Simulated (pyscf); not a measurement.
Thermochemistry of product channels of Na–O–AlH₂ + ammonia (NH₃) on the singlet surface, in kcal/mol, from CCSD(T)/def2-TZVPP + ΔMP2(QZVPP) energies (ideal gas, 1 atm, RRHO with modes under 100 cm⁻¹ raised to 100, one conformer, R ln 2 for chiral ones without a mode under 150 cm⁻¹). Optimised with ωB97X-D3(BJ)/def2-SVP in PySCF. Correlated levels are frozen-core, on RHF or UHF. ΔMP2 is the change of the MP2 total energy from the triple- to the quadruple-zeta basis.

| products | ΔE | ΔH(298 K) | ΔG(900 K) | ΔG(1200 K) |
|---|---|---|---|---|
| H₂N–Na + HO–AlH₂ | (withheld) | +24.1 | +20.1 | (withheld) |
| HO–Na + H₂N–AlH₂ | +18.6 | +17.8 | +16.7 | +15.8 |

Task: Fill in the missing entries.

Result: 
- H₂N–Na + HO–AlH₂, ΔE: +25.6
- H₂N–Na + HO–AlH₂, ΔG(1200 K): +18.4

These are energies of the channels, which say nothing of barriers. The CCSD(T) − MP2 part came from Ansatz, without density fitting, on the same reference. The frozen core leaves the outer d or s,p core shells of the metals and heavy elements correlated in the MP2 and CC values, and def2-TZVPP describes them poorly, which can shift differences by a few kcal/mol.
